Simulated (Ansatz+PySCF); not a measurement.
The numbers below are computed, except where a source is named.
## Several solutions for singlet HF

```yaml
atoms:
  - { symbol: H, position_ang: [0.0000, 0.0000, -1.9048] }
  - { symbol: F, position_ang: [0.0000, 0.0000, 0.2117] }
```

Basis set: 6-31G (spherical functions). Charge 0, multiplicity 1.

PBE0 (unrestricted) was run from several starts with Ansatz (development build ahead of 0.2.0) and PySCF 2.14.0.

```csv
run,program,start,converged,energy (hartree),<S²>
A,PySCF,program defaults,yes,-100.13817,0.77
B,Ansatz,search for the lowest state,yes,-100.13817,0.77
C,Ansatz,"atomic start, no search",yes,-100.10106,0.00
D,Ansatz,stability test followed,yes,-100.13817,0.77
```

(1) Which runs reached the lowest solution of this kind, and what is wrong with the others?

## Answers

(1) A, B, D reached the lowest solution found. Converged but too high: C by 1.01 eV. Convergence only shows a stationary point, and even a stable one can lie too high; stability tests and further starts are what find lower ones. Caution: charge can spread falsely over distant fragments. Caution: the unrestricted determinant is spin contaminated.
